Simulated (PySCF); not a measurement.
HN2, SMILES N#[NH+], charge +1. Geometry optimised at B3LYP-D3(BJ)/def2-TZVPD. The isomer is the one that the SMILES or the coordinates give; other isomers of the formula were not compared.

TDDFT-B3LYP/def2-TZVPD run with PySCF puts the lowest singlet excitations at 9.52, 9.92, 9.92, 10.20, 10.20, 13.52 eV.

Q: What are the lowest excitation roots from ADC(3)/aug-cc-pVDZ (PySCF)? (An estimate is asked for; the answer gives what the named calculation found.)

A: 9.80, 10.09, 10.09, 10.20, 10.20, 14.37 eV. S1 differs by 0.27 eV (second minus first; roots are paired by order, and the bases may differ).
